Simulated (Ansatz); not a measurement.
# Cost against result

The pair of SiH₄ (SMILES [SiH4], atoms 1–5) and CH₃Cl (SMILES CCl, atoms 6–10), both closed shells, in one local arrangement (a lower one may exist), relaxed at PBE0-D4/def2-TZVP:

| atom | x (Å) | y (Å) | z (Å) |
| --- | --- | --- | --- |
| Si1 | 0.0765 | 0.1947 | -1.9323 |
| H2 | -0.2687 | 1.3263 | -1.0351 |
| H3 | -0.5829 | 0.4084 | -3.2475 |
| H4 | -0.4237 | -1.0743 | -1.3454 |
| H5 | 1.5448 | 0.1251 | -2.1240 |
| C6 | -0.2070 | -0.1841 | 1.9868 |
| Cl7 | 1.4563 | -0.3288 | 1.3895 |
| H8 | -0.8338 | -0.8828 | 1.4376 |
| H9 | -0.5464 | 0.8358 | 1.8224 |
| H10 | -0.2152 | -0.4204 | 3.0481 |

Interaction energies are counterpoise-corrected; the time is that of the whole pair.

Computed with Ansatz 0.2.0 (basis: as named in each row); correlated methods freeze the cores. B3LYP uses VWN-RPA correlation. Extrapolation: Hartree–Fock as exp(−7.88 √X), correlation as X^−2.97.

Times are rough, for one single point on 4 threads of a shared host (Arm Neoverse V1).

The estimate by CCSD(T) at an estimated basis limit (MP2 extrapolated from triple and quadruple zeta, plus CCSD(T) − MP2 in triple zeta) is -0.073 eV.

```
   method        basis  time (s)  interaction energy (eV)  method less estimate
       HF       STO-3G   under 1                    0.043                 0.116
   PBE-D4       STO-3G   under 1                   -0.033                 0.041
    SPW92     def2-SVP   under 1                   -0.109                -0.036
 B3LYP-D4        6-31G   under 1                   -0.053                 0.021
   PBE-D4     def2-SVP   under 1                   -0.079                -0.006
  PBE0-D4     def2-SVP   under 1                   -0.077                -0.004
  CCSD(T)     def2-SVP         2                   -0.014                 0.060
   PBE-D4  def2-TZVPPD         2                   -0.081                -0.008
revPBE-D4  def2-TZVPPD         2                   -0.070                 0.004
  BLYP-D4  def2-TZVPPD         2                   -0.067                 0.007
  PBE0-D4  def2-TZVPPD         3                   -0.076                -0.003
 HSE06-D4  def2-TZVPPD         3                   -0.075                -0.002
 B3LYP-D4  def2-TZVPPD         3                   -0.073                 0.001
  wB97M-V     def2-SVP         3                   -0.072                 0.002
r2SCAN-D4  def2-TZVPPD         4                   -0.069                 0.005
   B2PLYP  def2-TZVPPD         6                   -0.017                 0.057
  wB97X-V  def2-TZVPPD         6                   -0.073                 0.000
  wB97M-V  def2-TZVPPD         8                   -0.076                -0.003
   B97M-V  def2-TZVPPD        10                   -0.075                -0.001
      MP2  def2-QZVPPD        19                   -0.073                 0.000
  CCSD(T)  def2-TZVPPD        89                   -0.058                 0.015
```

T1 diagnostic: at most 0.011.
